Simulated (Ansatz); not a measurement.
Basis-set extrapolation for C2H3F2 (`C[C](F)F`) radical (PBE0-D4/def2-TZVP geometry, frozen core, the Gaussian-basis code of Ansatz). Multiplicity 2, UHF reference.

```
                     cc-pV(T+d)Z  cc-pV(Q+d)Z
                 HF  -276.422317  -276.444209
    MP2 correlation    -0.809157    -0.876853
CCSD(T) correlation    -0.857426    -0.922543
```

Energies in hartree. Use E(X) = E(∞) + A·exp(−5.46·√X) for Hartree–Fock and E(X) = E(∞) + B·X^(−3.05) for correlation, with X = 3 and 4.

Task: What is the CCSD(T) energy at the basis-set limit?

Result: HF limit: -276.444209 + (-0.021892) × 0.30130 = -276.45081. Correlation limit: -0.922543 + (-0.065117) × 0.71189 = -0.96890. Total: -277.41971 hartree, 367.5 kJ/mol below CCSD(T)/cc-pV(T+d)Z.
